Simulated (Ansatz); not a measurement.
Reaction (SMILES): F (HF) → HF+ (doublet, bonded as F) + e-
B3LYP-D3(BJ)/def2-TZVP geometries, fixed; electronic energies without zero-point terms.
Largest species:
```xyz
2

F      0.0000     0.0000    -0.0925
H      0.0000     0.0000     0.8321
```

Basis-set convergence of the adiabatic ionisation energy at CCSD(T) with Ansatz (a quantum-chemistry and plane-wave program). All functions are spherical. Cores are frozen. Open shells are unrestricted. No added dispersion term, no relativity. Functions are those of the species that has most. Reference: Hartree-Fock in aug-cc-pV5Z plus the correlation part extrapolated as X^-3 from aug-cc-pVQZ and aug-cc-pV5Z, 16.127 eV, itself unsure by roughly 0.010 eV (a third of the extrapolation step and of the last Hartree-Fock step). Deviations are taken from unrounded values.

```
basis        functions  adiabatic ionisation energy (eV)  minus reference (eV)
-----------  ---------  --------------------------------  --------------------
pcseg-0             11                            14.748                -1.379
pcseg-1             19                            15.675                -0.453
aug-pcseg-1         32                            15.947                -0.181
pcseg-2             44                            15.939                -0.189
aug-pcseg-2         69                            15.980                -0.147
pcseg-3             93                            16.055                -0.072
aug-pcseg-3        134                            16.061                -0.067
pcseg-4            162                            16.094                -0.033
```

Of the sets listed that have larger relatives (same family, alike in diffuse functions), none stays within 0.05 eV of the reference together with them. Inside, with no larger relative to test it: pcseg-4.
